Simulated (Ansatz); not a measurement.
A nudged elastic band was laid between two geometries of CH6AlCl (9 atoms, charge 0, multiplicity 1).

All numbers below come from RKS PBE-D4/6-31G* in Ansatz.

```yaml
movable_images: 5
climbing_image: yes
spring: 5.0 eV/Å²
optimiser: quadratic models (default)
start_path: through a guess of the saddle point
force_threshold: 0.5 eV/Å
iteration_limit: 60
end_points: relaxed
```

Image 0:

```xyz
9
Properties=species:S:1:pos:R:3
Al -0.001 0.005 0.251
C 0.037 0.294 2.212
H -0.905 -0.006 2.708
H 0.875 -0.230 2.706
H 0.172 1.369 2.441
H 1.380 -0.101 -0.569
H -1.370 0.233 -0.563
Cl -0.321 -2.671 0.580
H -0.368 -2.580 1.877
```

Image 6:

```xyz
9
Properties=species:S:1:pos:R:3
Al -0.081 -0.625 -0.244
C -0.023 -0.094 2.569
H -0.934 0.164 3.127
H 0.845 -0.167 3.240
H 0.177 0.707 1.834
H 1.394 -0.045 -0.405
H -1.431 0.213 -0.360
Cl -0.274 -2.752 -0.225
H -0.175 -1.089 2.108
```

Q: Which bonds break or form, and what moves?

A: Bonds broken: Al1–C2, Cl8–H9. Bonds formed: Al1–Cl8, C2–H9. CH6AlCl becomes AlClH2 + CH4.

Q: What energy profile does the band end with?

A: It converged. The highest image is number 2 of 0 to 6, 0.102 eV above the first end and 1.899 eV above the last; the last end lies 1.796 eV below the first. The threshold of 0.5 eV/Å is loose, so the images may lie well off the minimum-energy path. Another band between the same ends (5 images) ends at a top of the same energy, where a vibrational analysis finds 1 clearly imaginary mode. The orbitals stay closed-shell, which can raise the energy where a bond breaks towards radicals; this wasn't checked here.

```csv
image,path coordinate (Å),energy (eV),Al1–C2 (Å),Cl8–H9 (Å),Al1–Cl8 (Å)
0,0.00,0.000,1.98,1.30,2.72
1,0.51,0.038,1.99,1.30,2.69
2,1.01,0.102,2.02,1.35,2.63
3,1.52,-0.128,2.13,1.65,2.41
4,2.03,-1.265,2.38,2.06,2.23
5,2.54,-1.726,2.68,2.46,2.15
6,3.05,-1.796,2.86,2.87,2.14
```

Q: What is the geometry of the highest image?

A: 
```xyz
9
Properties=species:S:1:pos:R:3
Al -0.029 -0.121 0.222
C -0.007 0.080 2.234
H -0.960 -0.062 2.774
H 0.807 -0.395 2.816
H 0.209 1.167 2.309
H 1.396 -0.083 -0.504
H -1.412 0.194 -0.519
Cl -0.307 -2.699 0.669
H -0.199 -1.770 1.643
```

Run time: 49 s on 1 thread of Arm Neoverse V2 (shared host), peak memory 0.13 GiB.
